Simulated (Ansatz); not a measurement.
**Question.** Name a neutral molecule of C, F, N and H with HOMO energy (PBE0/def2-TZVPP) between -8.00 and -7.70 eV and zero-point energy (PBE0-D4/def2-TZVP) between 149 and 165 kJ/mol (Ansatz, PBE0-D4/def2-TZVP geometry).

**Answer.** `NCF` (-7.96 eV, 152.1 kJ/mol); `C=NCF` (-7.97 eV, 162.6 kJ/mol); `N=CCF` (-7.88 eV, 163.3 kJ/mol). Other molecules can fit too; these were computed, each in one conformer that needn't be the lowest.
